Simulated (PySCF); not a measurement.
# Gas-phase thermal properties of (CH3)3SiOH

Computed with PySCF (xtb for GFN2) and rigid-rotor harmonic-oscillator thermochemistry at 1 bar. 6-31G* has spherical d functions here. All species are closed-shell singlets. B3LYP is the form with VWN-RPA correlation. The harmonic model lacks anharmonicity and excited electronic states, which grow with temperature; levels with a mode under 35 cm⁻¹ are left out. Internal rotation in (CH3)3SiOH is treated as a harmonic vibration of one conformer, which makes the entropy rough.

```tsv
level	point group	σ	ZPE (kJ/mol)	S°298 (J/mol/K)	Cp298 (J/mol/K)	S°1000 (J/mol/K)	H1000 − H298 (kJ/mol)
B3LYP/6-31G*	Cs	1	328.9	371.1	137.8	611.3	147.9
GFN2-xTB	Cs	1	325.5	384.6	137.9	624.6	147.9
HF/6-31G*	Cs	1	348.5	365.3	132.2	597.3	143.2
PBE/def2-SVP	Cs	1	316.7	374.8	142.9	622.2	152.1
PBE0/def2-TZVP	Cs	1	326.6	371.4	139.5	614.2	149.4
```
σ: rotational symmetry number. Electronic degeneracy used: 1. Frequencies are unscaled.
